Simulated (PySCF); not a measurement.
A small calculation by hand: entropy of an ideal gas

SiF₄, SMILES F[Si](F)(F)F.

Geometry optimised at ωB97X-D3(BJ)/def2-SVP. The isomer is the one that the SMILES or the coordinates give; other isomers of the formula were not compared.

PySCF with ωB97X-D3(BJ)/def2-SVP gives the harmonic wavenumbers 250, 250, 372, 372, 372, 787, 1037, 1037, 1037 cm⁻¹ and the rotational temperatures 0.1893, 0.1893, 0.1893 K. The molar mass is 104.08 g/mol, the symmetry number 12, the spin multiplicity 1.

Question: Work out the entropy at 298.15 K and 1 atm in the rigid-rotor, harmonic-oscillator model.

Answer: 
Translation (Sackur–Tetrode at 1 atm): S = R[1.5 ln M + 2.5 ln T − 1.16487] = 166.7 J/(mol K).
Rotation: q = (√π/σ) T^1.5/√(θA θB θC) = 9230, S = R[ln q + 3/2] = 88.4 J/(mol K).
Vibration: with u = 1.4388 ν/T, each mode gives R[u/(e^u − 1) − ln(1 − e^−u)]:
| ν (cm⁻¹) | modes | u | S (J/(mol K)) |
|---|---|---|---|
| 250 | 2 | 1.21 | 14.48 |
| 372 | 3 | 1.80 | 13.45 |
| 787 | 1 | 3.80 | 0.91 |
| 1037 | 3 | 5.00 | 1.01 |
These are all the modes. Sum 29.9 J/(mol K).
Spin: R ln 1 = 0.0 J/(mol K).
Total 284.9 J/(mol K); the program's own thermochemistry gives 284.9. Translation makes up 59 % and vibration 10 %. Anharmonicity, hindered rotation and orbital degeneracy are left out.
